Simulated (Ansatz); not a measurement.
**Tetradymite Bi₂Te₃**

Computed with HSE06+SOC (plane waves, PAW; Ansatz, a quantum-chemistry and plane-wave program).

Numerical settings: plane-wave cutoff 460 eV, 6×6×6 k mesh, Fermi–Dirac smearing 0.01 eV, PAW data made under PBE.

Cell: measured lattice: a = 4.3860 Å, b = 4.3860 Å, c = 30.4970 Å, α = 90.00°, β = 90.00°, γ = 120.00°.

* **band gap**: 0.21 eV (direct)
* **Γ–Γ gap**: 0.70 eV

Note: cell and atoms aren't relaxed at this level (largest force component 0.17 eV/Å, pressure 0.7 GPa).
